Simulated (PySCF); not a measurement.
Magnesium: a sound run and one with changed settings

Sound run: Mg [Ne] 3s2, Mg+ [Ne] 3s1. All numbers are calculated (PySCF 2.14, no relativity, point nucleus, in cc-pVTZ (5s4p2d1f, 34 functions)). In the sound run the correlated levels freeze [Ne]. The sound run starts from symmetry-adapted Hartree-Fock orbitals and uses a fine grid where one is needed.

Changed run: the spin-free X2C one-electron Hamiltonian (Gaussian nucleus). This setting is unsound on purpose.

```tsv
species	method	sound run (hartree)	changed run (hartree)	converged
Mg	UHF	-199.61335	-199.89293	yes
Mg	M06-L	-200.05839	-200.33783	yes
Mg	r2SCAN	-200.03955	-200.31886	yes
Mg	MP2	-199.63688	-199.91648	yes
Mg	CCSD(T)	-199.64708	-199.92665	yes
Mg+	UHF	-199.37053	-199.64977	yes
Mg+	M06-L	-199.78246	-200.06159	no
Mg+	r2SCAN	-199.76883	-200.04776	yes
```

Ionisation energy of Mg:

```tsv
method	sound run (eV)	changed run (eV)
UHF	6.607	6.617
r2SCAN	7.367	7.377
MP2	7.248	7.257
SCS-MP2	7.376	7.386
CCSD	7.525	7.534
CCSD(T)	7.525	7.534
CCSDT	7.525	7.534
FCI	7.525	7.534
```

Most of the change in total energy is the relativistic energy itself. On top of that the contraction fixes the core shape for the Hamiltonian it was made with, so the changed run is not a good calculation with the other Hamiltonian either.

For comparison, NIST gives 7.646 eV between the lowest levels.
